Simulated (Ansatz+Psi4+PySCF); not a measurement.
doublet CHO2: levels of theory in one basis

```xyz
4

O     0.1184   -0.9405    0.6127
C     0.0650   -0.0647   -0.4139
O    -0.1923    1.1156   -0.3109
H    -0.0890   -0.4246    1.4200
```

Basis set: cc-pVTZ (spherical functions). Correlated methods keep 3 orbitals frozen. Correlation on ROHF uses semicanonical orbitals with singles. Charge 0, multiplicity 2.

Computed with Ansatz (development build ahead of 0.2.0) and Psi4 1.11; each method stands on the lowest determinant of its kind that the runs found.

```csv
method,E − E(ROHF) (eV),<S²> of the determinant
ROHF,0.00,0.75
UHF,-0.13,0.77
ROHF-MP2,-16.56,–
UHF-MP2,-16.54,0.77
```
